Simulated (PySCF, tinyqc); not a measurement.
Coupled-perturbed Hartree-Fock on RHF in the sto-3g basis, for BH, spin multiplicity 1, step by step. The lowest restricted solution is unstable here: a spin-polarised one lies 0.0138 hartree lower (PySCF). One step of it, computed by the program tinyqc.

Problem. Coupled step 2. U_ai = -(mu_ai + sum_bj [4 (ai|bj) - (ab|ij) - (aj|bi)] U_bj) / (e_a - e_i); alpha = -4 sum U_ai mu_ai.

U after step 1:
```
          i1         i2        i3
a4  0.000000   0.000000  0.000000
a5  0.000000   0.000000  0.000000
a6  0.008065  -0.463340  0.897313
```

dipole integrals <a|z|i> (bohr):
```
           i1        i2         i3
a4   0.000000  0.000000   0.000000
a5   0.000000  0.000000   0.000000
a6  -0.093045  0.640247  -0.820643
```

orbital energies (hartree): MO1 -7.334417, MO2 -0.617284, MO3 -0.243869, MO4 0.269573, MO5 0.269573, MO6 0.846095

Two-electron integrals over orbitals (pq|rs), unique and non-zero (hartree):
```
(11|11) 2.890012    (21|11) -0.223940   (21|21) 0.029265    (22|11) 0.609241
(22|21) 0.001024    (22|22) 0.618625    (31|11) -0.220405   (31|21) 0.022728
(31|22) -0.021207   (31|31) 0.035367    (32|11) 0.071068    (32|21) -0.008107
(32|22) -0.074533   (32|31) 0.002876    (32|32) 0.052089    (33|11) 0.707152
(33|21) -0.017150   (33|22) 0.412990    (33|31) 0.004703    (33|32) 0.045457
(33|33) 0.586949    (41|41) 0.021730    (42|41) 0.018560    (42|42) 0.058047
(43|41) 0.019066    (43|42) 0.041790    (43|43) 0.066389    (44|11) 0.741981
(44|21) -0.008847   (44|22) 0.467842    (44|31) -0.007510   (44|32) 0.034967
(44|33) 0.513752    (44|44) 0.586773    (51|51) 0.021730    (52|51) 0.018560
(52|52) 0.058047    (53|51) 0.019066    (53|52) 0.041790    (53|53) 0.066389
(54|54) 0.031630    (55|11) 0.741981    (55|21) -0.008847   (55|22) 0.467842
(55|31) -0.007510   (55|32) 0.034967    (55|33) 0.513752    (55|44) 0.523513
(55|55) 0.586773    (61|11) 0.148512    (61|21) -0.024694   (61|22) -0.014275
(61|31) -0.005990   (61|32) 0.011241    (61|33) 0.024981    (61|44) 0.003993
(61|55) 0.003993    (61|61) 0.031011    (62|11) -0.183901   (62|21) 0.003874
(62|22) 0.017865    (62|31) 0.010580    (62|32) -0.050461   (62|33) -0.041717
(62|44) -0.087443   (62|55) -0.087443   (62|61) 0.003540    (62|62) 0.122775
(63|11) 0.075424    (63|21) -0.004802   (63|22) -0.057988   (63|31) 0.007580
(63|32) 0.043569    (63|33) 0.078213    (63|44) 0.030880    (63|55) 0.030880
(63|61) 0.011152    (63|62) -0.049050   (63|63) 0.066693    (64|41) -0.012721
(64|42) -0.038156   (64|43) -0.017147   (64|64) 0.034671    (65|51) -0.012721
(65|52) -0.038156   (65|53) -0.017147   (65|65) 0.034671    (66|11) 0.691240
(66|21) -0.003922   (66|22) 0.602531    (66|31) -0.019987   (66|32) -0.061032
(66|33) 0.459980    (66|44) 0.486117    (66|55) 0.486117    (66|61) -0.008115
(66|62) 0.026049    (66|63) -0.041829   (66|66) 0.630656
```

Give: U after step 2; polarisability.

Solution.

U after step 2:
```
       i1      i2     i3
a4  0.000   0.000  0.000
a5  0.000   0.000  0.000
a6  0.007  -0.459  0.930
```

polarisability = 4.230 bohr^3
